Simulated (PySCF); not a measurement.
# Vertical excitation energies

Species: C₃H₆OS.
Z-matrix (Å and degrees, PBE0-D3(BJ)/def2-SVP geometry), rows numbered from 1:
```
C 
O   1  1.3936
C   2  1.3906  1  113.47
C   3  1.4947  2  109.63  1  -179.00
S   4  1.6132  3  125.20  2  -178.04
H   1  1.1082  2  112.00  3   -60.88
H   1  1.0985  2  107.86  3   179.73
H   1  1.1083  2  111.95  3    60.39
H   3  1.1124  2  111.87  1   -58.40
H   3  1.1118  2  112.00  1    59.92
H   4  1.1038  3  113.13  2     2.15
```

Method used: TDDFT wB97X-D/def2-SVPD, vertical, gas phase, core orbitals frozen in the response in PySCF 2.14.0, density-fitted response routines.

Task: List the vertical singlet excitations with oscillator strengths and describe the spectrum.

Result: 

```tsv
state	λ (nm)	E (eV)	f	main configurations (H = HOMO, L = LUMO)
S1	507.8	2.44	0.0000	H→L (100%)
S2	243.2	5.10	0.051	H-1→L (98%)
S3	200.8	6.17	0.198	H-2→L (94%)
S4	186.6	6.64	0.087	H→L+1 (39%), H→L+2 (30%), H→L+3 (26%)
S5	184.7	6.71	0.0013	H-4→L (52%), H-3→L (46%)
S6	178.2	6.96	0.041	H→L+3 (60%), H→L+2 (20%), H→L+4 (12%)
S7	175.9	7.05	0.0046	H-3→L (41%), H-4→L (36%), H-5→L (21%)
S8	169.5	7.32	0.034	H→L+4 (49%), H→L+2 (33%), H→L+1 (13%)
S9	163.3	7.59	0.0001	H→L+5 (89%)
S10	163.0	7.61	0.020	H-1→L+1 (79%)
```

Triplets (Tamm–Dancoff): T1 2.00 eV, H→L (99%); T2 3.22 eV, H-2→L (60%), H-1→L (38%); T3 5.20 eV, H-1→L (61%), H-2→L (35%); T4 5.97 eV, H-4→L (85%).

The lowest singlet comes at 508 nm (236 kJ/mol) in the visible; it is dark (f under 0.0005); its leading configuration is HOMO→LUMO (100%). The strongest level in the table is S3 at 6.17 eV (201 nm, f = 0.198). S1 has the pattern of n→π* at C=S. The oscillator strengths of these states sum to 0.437; summed over the whole spectrum of an exact calculation they would give the number of electrons, 48 (Thomas–Reiche–Kuhn). Weighted by f, the mean energy of these states is 6.38 eV. Of the 10 states listed, 6 reach f = 0.01 and 2 stay under 0.0005. S1 lies in the visible range (380 to 750 nm), at 508 nm, dark in the vertical dipole picture (f under 0.0005); light of that wavelength is green, and its complementary colour is purple; a Tamm–Dancoff triplet lies at 620 nm, without intensity as long as spin–orbit coupling is left out. All these states lie below the vertical ionisation energy of 9.04 eV (ΔSCF). Only the lowest 10 singlets were computed, as vertical energies without vibronic structure.

One conformer stands for the species.
